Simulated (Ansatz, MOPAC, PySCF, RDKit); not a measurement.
Dimer: H2O (SMILES O) (first 3 atoms) with CH5N (SMILES CN); geometry from S66by8 set.
(charge 0, multiplicity 1):
```xyz
10

O     -2.11680    -0.55936    -0.00474
H     -2.47545     0.32832     0.02759
H     -1.15529    -0.42177     0.01139
N      0.85509    -0.34244     0.02098
H      1.15045    -0.89508    -0.77381
H      1.16517    -0.85316     0.83784
C      1.51442     0.96592    -0.01926
H      1.20388     1.54765     0.84526
H      2.60573     0.92663    -0.02822
H      1.18771     1.50184    -0.90708
```

Counterpoise-corrected where a basis set is named; no monomer relaxation. Rows marked so take none.

Rows in STO-3G carry no dispersion term and start afresh at each structure. The state that AM1 reach isn't checked.

Programs: Ansatz (Gaussian basis) for Hartree–Fock, density functionals and correlated methods; MOPAC for AM1 (differences of heats of formation); PySCF for STO-3G rows; RDKit for the force fields. 

Question: One of these levels gives -5.57 kcal/mol for the interaction energy. Which?
A) SVWN5/def2-TZVPPD
B) AM1
C) MMFF94
D) HF/STO-3G (no counterpoise)

Answer: D, HF/STO-3G (no counterpoise). The others give -6.09 (MMFF94), -0.67 (AM1), -10.32 (SVWN5/def2-TZVPPD)

Ansatz is a quantum-chemistry and plane-wave program.
